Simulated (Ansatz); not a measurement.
**C6H12: up Jacob's ladder to CCSD(T)**

The task here is to estimate one member of a computed series from the others.

Computed with Ansatz 0.2.0, Gaussian basis. Level: functionals in def2-TZVPP, the program's frozen cores in correlated methods.

Levels to be run: LDA (SPW92), PBE-D4, revPBE-D4, BLYP-D4, r2SCAN-D4, B97M-V, PBE0-D4, B3LYP-D4, r2SCANh-D4, r2SCAN0-D4, HSE06-D4, BHLYP-D4, CAM-B3LYP-D4, LC-ωPBE, ωB97X-V, ωB97M-V, B2PLYP, PBE-QIDH; CCSD(T)/def2-SVP; CCSD(T)/def2-TZVPP; MP2/def2-QZVPP; extrapolation to the limit; RPA on PBE.

### The relaxed structure

All runs share one geometry, relaxed beforehand with PBE0-D4 in a triple-zeta def2 set.

SMILES `CC/C=C\CC`, 18 atoms, charge 0, spin multiplicity 1.

Atoms are counted from 1 here; the program's logs count them from 0.

Bond lengths: C1–C2 1.525 Å, C1–H7 1.093 Å, C1–H8 1.092 Å, C1–H9 1.093 Å, C2–C3 1.493 Å, C2–H10 1.092 Å, C2–H11 1.097 Å, C3–C4 1.330 Å, C3–H12 1.089 Å, C4–C5 1.493 Å, C4–H13 1.089 Å, C5–C6 1.525 Å, C5–H14 1.097 Å, C5–H15 1.092 Å, C6–H16 1.092 Å, C6–H17 1.093 Å, C6–H18 1.093 Å. Angles: C2–C1–H7 111.3°, C2–C1–H8 110.8°, C2–C1–H9 111.0°, H7–C1–H8 108.2°, H7–C1–H9 107.8°, H8–C1–H9 107.5°, C1–C2–C3 112.1°, C1–C2–H10 109.8°, C1–C2–H11 108.8°, C3–C2–H10 110.9°, C3–C2–H11 108.7°, H10–C2–H11 106.2°, C2–C3–C4 127.8°, C2–C3–H12 114.8°, C4–C3–H12 117.4°, C3–C4–C5 127.8°, C3–C4–H13 117.4°, C5–C4–H13 114.8° and more.

The first run:

The input, in.yaml:

```yaml
crystal:
  periodic: [false, false, false]
  atoms:
    - {symbol: C, position_ang: [-1.256241, -2.413747, 0.507467]}
    - {symbol: C, position_ang: [-0.624019, -1.105460, 0.971174]}
    - {symbol: C, position_ang: [0.693080, -0.852707, 0.314069]}
    - {symbol: C, position_ang: [1.021429, 0.149849, -0.496479]}
    - {symbol: C, position_ang: [0.166319, 1.295326, -0.929104]}
    - {symbol: C, position_ang: [0.712150, 2.634887, -0.445191]}
    - {symbol: H, position_ang: [-2.193272, -2.609503, 1.034106]}
    - {symbol: H, position_ang: [-1.466735, -2.385254, -0.564133]}
    - {symbol: H, position_ang: [-0.587283, -3.259103, 0.689600]}
    - {symbol: H, position_ang: [-1.314305, -0.278053, 0.792324]}
    - {symbol: H, position_ang: [-0.473389, -1.150301, 2.056721]}
    - {symbol: H, position_ang: [1.457882, -1.600097, 0.520877]}
    - {symbol: H, position_ang: [2.038273, 0.165643, -0.886391]}
    - {symbol: H, position_ang: [0.120309, 1.306721, -2.024898]}
    - {symbol: H, position_ang: [-0.861261, 1.168211, -0.581254]}
    - {symbol: H, position_ang: [0.724966, 2.677641, 0.646346]}
    - {symbol: H, position_ang: [1.736931, 2.790001, -0.793128]}
    - {symbol: H, position_ang: [0.105147, 3.465936, -0.812103]}
basis:
  gaussian: {orbitals: def2-TZVPP}
hamiltonian: {xc: lda}
output: {orbitals: {seedname: orbitals}}
```

Run with:

```console
> ansatz run in.yaml --threads 2 --pin off --events-out ev --progress --plain --max-ram 22528MiB --backend cuda --devices 0, --max-vram 18GiB
```

Among the steps run: LDA; PBE-D4 (GGA); revPBE-D4 (GGA); BLYP-D4 (GGA); r2SCAN-D4 (meta-GGA); B97M-V (meta-GGA); B3LYP-D4 (hybrid); r2SCANh-D4 (hybrid); r2SCAN0-D4 (hybrid); HSE06-D4 (hybrid); BHLYP-D4 (hybrid); CAM-B3LYP-D4 (range-separated); LC-ωPBE (range-separated); ωB97X-V (range-separated); ωB97M-V (range-separated); B2PLYP (double hybrid); PBE-QIDH (double hybrid).

One table of the session follows, with a row left open; its other results are not shown here.

It belongs to the step «Frontier levels by functional». 

```
  functional  HOMO (eV)  LUMO (eV)  gap (eV)
 LDA (SPW92)      -5.99      -0.64      5.35
      PBE-D4      -5.82      -0.42      5.40
   revPBE-D4      -5.76      -0.33      5.43
     BLYP-D4      -5.67      -0.30      5.37
   r2SCAN-D4      -6.00      -0.14      5.86
      B97M-V      -6.05      -0.16      5.88
     PBE0-D4      -6.92       0.58      7.50
    B3LYP-D4      -6.71       0.33      7.04
  r2SCANh-D4      -6.42       0.23      6.65
  r2SCAN0-D4      -7.05       0.76      7.81
    HSE06-D4      -6.52       0.20      6.72
    BHLYP-D4      -7.88       1.54      9.42
CAM-B3LYP-D4          ?          ?         ?
     LC-ωPBE      -9.62       2.84     12.46
     ωB97X-V      -9.24       2.69     11.94
     ωB97M-V      -9.16       2.42     11.58
```

**Question.** Estimate the row for CAM-B3LYP-D4.

The run gave: HOMO (eV): -8.25; LUMO (eV): 1.62; gap (eV): 9.86. In the column «HOMO (eV)» it lies between ωB97M-V (-9.16) and BHLYP-D4 (-7.88).
